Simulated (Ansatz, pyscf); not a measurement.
H₃C–CH₂–OH₂⁺ → CH₄ + H₂C=OH⁺, an elimination on the singlet surface: C–C, H–O broken, C–H formed. Optimised with ωB97X-D3(BJ)/def2-SVP in PySCF. Wave-function energies: Ansatz (a first-principles code), frozen core, RHF or UHF references. In kJ/mol, from the reactant's lowest minimum found.

Cost: rough CPU time of the saddle's run relative to CCSD(T)/cc-pV(D+d)Z, from one job on a shared machine, with the HF step and its search for lower states.

```json
[
 {"level": "PBE/def2-TZVP", "barrier": "197.13", "reaction energy": "+127.87", "cost": "–"},
 {"level": "ωB97X-D3(BJ)/def2-TZVP", "barrier": "218.61", "reaction energy": "+129.73", "cost": "–"},
 {"level": "CCSD(T)/cc-pV(D+d)Z", "barrier": "238.61", "reaction energy": "+112.54", "cost": "1"},
 {"level": "CCSDT(Q)/cc-pV(D+d)Z", "barrier": "___", "reaction energy": "___", "cost": "200"},
 {"level": "CCSD(T)/cc-pV(T+d)Z", "barrier": "228.35", "reaction energy": "+124.08", "cost": "16"},
 {"level": "CCSD(T)/cc-pV(Q+d)Z", "barrier": "___", "reaction energy": "+127.30", "cost": "–"}
]
```

Task: What belongs in the gaps?

Result: 
- CCSDT(Q)/cc-pV(D+d)Z, barrier: 238.23
- CCSDT(Q)/cc-pV(D+d)Z, reaction energy: +112.03
- CCSD(T)/cc-pV(Q+d)Z, barrier: 224.84

In cc-pV(D+d)Z, going from CCSD(T) to CCSDT(Q) shifts the barrier by -0.38 and the reaction energy by -0.51 kJ/mol. With HF in the quadruple-zeta basis and the correlation energy extrapolated as X⁻³ from X = 3, 4, CCSD(T) gives 223.02 and +129.86; adding the double-zeta shift gives ΔE‡ = 222.64 and ΔE = +129.34 kJ/mol, without core correlation, relativity or geometry relaxation at these levels. On the product side the descent ends in a complex, 21.22 kJ/mol under the separated species and 110.10 kJ/mol under the saddle at ωB97X-D3(BJ)/def2-TZVP. The same reactants have a lower exit, to H₃O⁺ + H₂C=CH₂ (highest point, the separated products, at +153.31 kJ/mol at ωB97M-D3(BJ)/def2-TZVP, against +218.15 kJ/mol here). This is the saddle that the search found; another between the same sides may lie lower.
